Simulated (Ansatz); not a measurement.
1T (CdI2-type) ZrSe₂ was calculated with PBEsol (Ansatz, a quantum-chemistry and plane-wave program, plane waves, PAW).

Rigid layers of the crystal as relaxed at this level are moved apart or together:

```
run   k mesh  layer repeat (Å)  energy against free layers (meV/Å²)  gap on the mesh (eV)
---  -------  ----------------  -----------------------------------  --------------------
1    12×12×6              5.84                                -3.96                 0.000
2    12×12×6              5.99                                -5.53                 0.000
3    12×12×6              6.14                                -5.92                 0.086
4    12×12×6              6.34                                -5.45                 0.110
5    12×12×6              6.64                                -3.96                 0.149
6    12×12×6              7.14                                -1.82                 0.205
7    12×12×4              8.14                                -0.33                 0.262
8    12×12×4             10.14                                 0.00                 0.283
```

The lowest energy of these points lies at a layer repeat of 6.14 Å.

Spin–orbit coupling is not included.

Note: the cell comes from a level without a dispersion term, which matters for the spacing of layers, chains or molecules.
